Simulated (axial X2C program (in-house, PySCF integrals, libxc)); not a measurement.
Ionising BP

Calculated with an axial X2C code built on PySCF integrals, spin-free (one-electron X2C) or two-component (2c: spin–orbit coupling with atomic mean-field Coulomb and Gaunt terms, which also bring small scalar terms), in Dyall basis sets with cores contracted in-house; open shells are unrestricted.

Basis sets: B dyall-v3z, P dyall-v3z.

```json
{"Hamiltonian": "spin-free", "level": "PBE0", "BP state": "M_S = 1, Λ = 1", "Re (Å)": "1.739", "ωe (cm⁻¹)": "979.4", "De (eV)": "3.50"}
{"Hamiltonian": "2c", "level": "PBE0", "BP state": "Ω = 2", "Re (Å)": "1.739", "ωe (cm⁻¹)": "979.2", "De (eV)": "3.51"}
```

Adiabatic ionisation energy (minimum to minimum, no zero-point term) and constants of BP⁺:

| Hamiltonian | level | BP⁺ state | IE (eV) | Re (Å) | ωe (cm⁻¹) | De (eV) | fragments |
| --- | --- | --- | --- | --- | --- | --- | --- |
| spin-free | PBE0 | M_S = 3/2, Λ = 0 | 9.18 | 1.852 | 769.7 | 2.96 | P + B+ |
| 2c | PBE0 | Ω = 3/2 | 9.19 | 1.852 | 769.5 | 2.96 | P + B+ |

Task: Add the zero-point terms to the ionisation energy at PBE0, 2c, and say whether the electron removed was bonding.

Result: IE0 = IE + (ωe⁺ − ωe)/2 = 9.19 + (-0.013) = 9.18 eV. Re changes by 0.113 Å, so the bond lengthens, as on loss of a bonding electron.

Task: Close the cycle De(BP⁺) + IE(BP) = De(BP) + IE(B) to find the atomic ionisation energy at PBE0, 2c.

Result: IE(B) = 2.96 + 9.19 − 3.51 = 8.64 eV, for the determinants used.

Each entry is the lowest single determinant of a limited PBE0 search at one distance. De goes to single-determinant-based atoms at the same level (for ions the charge split of lowest energy) and is withheld (n/a) where an atom does not fit its ground term or J level. Main or longest-lived isotopes. One determinant is a doubtful description, or other states lie close, for BP, BP⁺; these need not be ground states, and all values refer to the states named. Some open-shell Ω = 0 determinants are out of reach, so the Ω given for BP need not be the lowest component. With several unpaired electrons the Ω given is that of one determinant, not necessarily of the lowest component. Some light 2c atoms are not at their ground J level, so De misses part of their lowering (0.04 eV or less). The functionals have no current term, which raises determinants with orbital currents.
